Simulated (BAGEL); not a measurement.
# HF/6-31G(d) (density fitting with qzvpp-jkfit, spherical functions) run of C2H3O2S+ (SMILES CS(=O)C#[O+])

Aim: the vertical ionisation energy of C2H3O2S+ at HF/6-31G* (density fitting with qzvpp-jkfit, spherical functions), from 2 runs. 

Program for the calculation: BAGEL 1.2.2.

2 further runs of the same task are left out: 1 that didn't finish, 1 set aside as unsound or not needed.

## Step 1: Starting point

C2H3O2S+ has 8 atoms, charge +1, and is taken as a singlet. As SMILES, `CS(=O)C#[O+]`. Geometry: relaxed at GFN2-xTB.

Bond lengths: C1–S2 1.809 Å, S2–O3 1.427 Å, S2–C4 2.032 Å, C4–O5 1.113 Å, C1–H6 1.086 Å, C1–H7 1.087 Å, C1–H8 1.091 Å. Angles: C1–S2–O3 107.4°, C1–S2–C4 92.5°, O3–S2–C4 92.7°, S2–C4–O5 147.2°, S2–C1–H6 110.5°, S2–C1–H7 112.2°, S2–C1–H8 106.3°, H6–C1–H7 111.3°, H6–C1–H8 108.3°, H7–C1–H8 108.0°.

## Step 2: A single-point energy at HF/6-31G(d) (density fitting with qzvpp-jkfit, spherical functions)

Input file calc.json:

```json
{ "bagel" : [

{
  "title" : "molecule",
  "basis" : "6-31gs.json",
  "df_basis" : "qzvpp-jkfit",
  "angstrom" : "true",
  "geometry" : [
    { "atom" : "C", "xyz" : [      -0.696060,      -0.369310,       0.760390 ] },
    { "atom" : "S", "xyz" : [      -0.022100,       1.122190,      -0.009120 ] },
    { "atom" : "O", "xyz" : [       1.322010,       1.267010,       0.446190 ] },
    { "atom" : "C", "xyz" : [       0.549010,       0.109870,      -1.675610 ] },
    { "atom" : "O", "xyz" : [       1.381650,      -0.178210,      -2.355810 ] },
    { "atom" : "H", "xyz" : [      -1.541950,      -0.742470,       0.191410 ] },
    { "atom" : "H", "xyz" : [       0.059710,      -1.138280,       0.895350 ] },
    { "atom" : "H", "xyz" : [      -1.052280,      -0.070780,       1.747190 ] }
  ]
},

{ "title" : "hf", "charge" : 1 },

{ "title" : "print", "file" : "orbitals.molden", "orbitals" : "true" }

]}
```

The basis set 6-31G* is read from a file made from the Basis Set Exchange's data (not shown).

On the command line:

```bash
$ BAGEL_NUM_THREADS=1 BAGEL calc.json > calc.out
```

The program printed:

```text
* using 1 threads per process

  ===============================================================
  ===============================================================

  *** Geometry ***

  { "atom" : "C", "xyz" : [     -1.315363,     -0.697895,      1.436929 ] },
  { "atom" : "S", "xyz" : [     -0.041763,      2.120632,     -0.017234 ] },
  { "atom" : "O", "xyz" : [      2.498237,      2.394302,      0.843177 ] },
  { "atom" : "C", "xyz" : [      1.037479,      0.207624,     -3.166444 ] },
  { "atom" : "O", "xyz" : [      2.610940,     -0.336768,     -4.451836 ] },
  { "atom" : "H", "xyz" : [     -2.913863,     -1.403065,      0.361712 ] },
  { "atom" : "H", "xyz" : [      0.112836,     -2.151037,      1.691966 ] },
  { "atom" : "H", "xyz" : [     -1.988521,     -0.133755,      3.301711 ] },

  Number of auxiliary basis functions:      486

  Since a DF basis is specified, we compute 2- and 3-index integrals:
    o Being stored without compression. Storage requirement is 0.025 GB

  Number of basis functions:       80
  Number of electrons      :       47

    * METHOD: MOLECULE                             0.21

  *** RHF ***

  === Nuclear Repulsion ===
   220.3726913305

      * DIIS with orbital gradients will be used.

  === RHF iteration (6-31gs.json) ===
      0       -623.91695505          0.02845236           0.05
      1       -623.92350283          0.03111483           0.04
      2       -624.31614022          0.00219026           0.05
      3       -624.32015240          0.00078608           0.05
      4       -624.32071110          0.00024783           0.04
      5       -624.32077965          0.00010913           0.04
      6       -624.32079203          0.00006005           0.04
      7       -624.32079768          0.00001979           0.05
      8       -624.32079846          0.00000749           0.05
      9       -624.32079858          0.00000424           0.05
     10       -624.32079861          0.00000230           0.05
     11       -624.32079861          0.00000076           0.05
     12       -624.32079861          0.00000043           0.05
     13       -624.32079861          0.00000028           0.05
     14       -624.32079861          0.00000013           0.05
     15       -624.32079861          0.00000006           0.05
     16       -624.32079861          0.00000004           0.05
     17       -624.32079861          0.00000002           0.05
     18       -624.32079861          0.00000001           0.05
    * SCF iteration converged.

    * Permanent dipole moment:
           (    1.616649,     0.511095,     0.041055) a.u.

    * METHOD: HF                                   1.00

    * METHOD: PRINT                                0.01

  ===============================================================
```

Run time: 1.5 s. Hardware: 1 thread of AMD EPYC 9R45 (Zen 5), shared host; peak memory 0.11 GiB.

## Step 3: Doublet [C2H3O2S]2+ at the same level

Input file job.json:

```json
{ "bagel": [

{
  "title": "molecule",
  "basis": "6-31gs.json",
  "df_basis": "qzvpp-jkfit",
  "angstrom": "true",
  "geometry": [
    { "atom": "C", "xyz": [      -0.696060,      -0.369310,       0.760390 ] },
    { "atom": "S", "xyz": [      -0.022100,       1.122190,      -0.009120 ] },
    { "atom": "O", "xyz": [       1.322010,       1.267010,       0.446190 ] },
    { "atom": "C", "xyz": [       0.549010,       0.109870,      -1.675610 ] },
    { "atom": "O", "xyz": [       1.381650,      -0.178210,      -2.355810 ] },
    { "atom": "H", "xyz": [      -1.541950,      -0.742470,       0.191410 ] },
    { "atom": "H", "xyz": [       0.059710,      -1.138280,       0.895350 ] },
    { "atom": "H", "xyz": [      -1.052280,      -0.070780,       1.747190 ] }
  ]
},

{
  "title": "uhf",
  "charge": 2,
  "nopen": 1
},

{
  "title": "print",
  "file": "orbitals.molden",
  "orbitals": "true"
}

]}
```

The basis set 6-31G* is read from a file made from the Basis Set Exchange's data (not shown).

On the command line:

```bash
$ BAGEL_NUM_THREADS=1 BAGEL job.json > job.out
```

The program printed:

```text
* using 1 threads per process

  ===============================================================
  ===============================================================

  *** Geometry ***

  { "atom" : "C", "xyz" : [     -1.315363,     -0.697895,      1.436929 ] },
  { "atom" : "S", "xyz" : [     -0.041763,      2.120632,     -0.017234 ] },
  { "atom" : "O", "xyz" : [      2.498237,      2.394302,      0.843177 ] },
  { "atom" : "C", "xyz" : [      1.037479,      0.207624,     -3.166444 ] },
  { "atom" : "O", "xyz" : [      2.610940,     -0.336768,     -4.451836 ] },
  { "atom" : "H", "xyz" : [     -2.913863,     -1.403065,      0.361712 ] },
  { "atom" : "H", "xyz" : [      0.112836,     -2.151037,      1.691966 ] },
  { "atom" : "H", "xyz" : [     -1.988521,     -0.133755,      3.301711 ] },

  Number of auxiliary basis functions:      486

  Since a DF basis is specified, we compute 2- and 3-index integrals:
    o Being stored without compression. Storage requirement is 0.025 GB

  Number of basis functions:       80
  Number of electrons      :       47

    * METHOD: MOLECULE                             0.18

  *** Open-shell HF ***

  === Nuclear Repulsion ===
   220.3726913305

      * DIIS with orbital gradients will be used.

  === UHF iteration (6-31gs.json) ===
      0       -623.21191939          0.06142953           0.09
      1       -623.16584068          0.07192884           0.09
      2       -623.17461429          0.06907399           0.09
      3       -623.71744829          0.00360250           0.09
      4       -623.72726390          0.00235926           0.08
      5       -623.73338268          0.00202835           0.08
      6       -623.73828670          0.00149973           0.08
      7       -623.74270553          0.00069221           0.08
      8       -623.74345851          0.00036584           0.09
      9       -623.74364502          0.00022161           0.08
[... 35 lines of this table left out ...]
     45       -623.74391823          0.00000002           0.09
     46       -623.74391823          0.00000001           0.09
     47       -623.74391823          0.00000001           0.09
     48       -623.74391823          0.00000001           0.09
    * SCF iteration converged.

    * S^2 (UHF) is 0.7790

    * Permanent dipole moment:
           (    1.524976,     0.282649,    -0.625946) a.u.

    * METHOD: UHF                                  4.30

    * METHOD: PRINT                                0.01

  ===============================================================
```

Run time: 4.8 s. Hardware: 1 thread of AMD EPYC 9R45 (Zen 5), shared host; peak memory 0.11 GiB.

## Step 4: Results

Level: HF/6-31G* (density fitting with qzvpp-jkfit, spherical functions).

| quantity | value |
| --- | --- |
| singlet C2H3O2S+: total energy | -624.32080 Eh |
| singlet C2H3O2S+: HOMO energy | -18.10 eV |
| singlet C2H3O2S+: LUMO energy | -5.56 eV |
| singlet C2H3O2S+: HOMO–LUMO gap | 12.54 eV |
| doublet [C2H3O2S]2+: total energy | -623.74392 Eh |
| doublet [C2H3O2S]2+: ⟨S²⟩ | 0.779 |
| vertical ionisation energy (to the doublet dication) | 15.698 eV |

Removing an electron at fixed nuclei costs 15.70 eV (362 kcal/mol). The negative HOMO energy of the first species, 18.10 eV, lies 2.41 eV above that difference.
